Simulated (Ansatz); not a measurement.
A calculation with Ansatz (development build ahead of 0.2.0).

```yaml
crystal:
  periodic: [false, false, false]
  atoms:
    - { symbol: "N", position_ang: [0.0, 0.0, -1.6644] }
    - { symbol: "N", position_ang: [0.0, 0.0, 1.6644] }
basis:
  gaussian: { orbitals: pcseg-2 }
total_charge: 1
magnetization:
  spin_polarized: true
  initial_magnetization: 1
hamiltonian:
  xc: pbe0
```

The input is written out in the form of the current development build from the run's settings.

Results

* Converged: yes
* Total energy: -108.58671 hartree
* Spin squared of the determinant: 2.757
* Stability test: minimum

Caution: charge can spread falsely over distant fragments; the unrestricted determinant is a mixture of spin states.
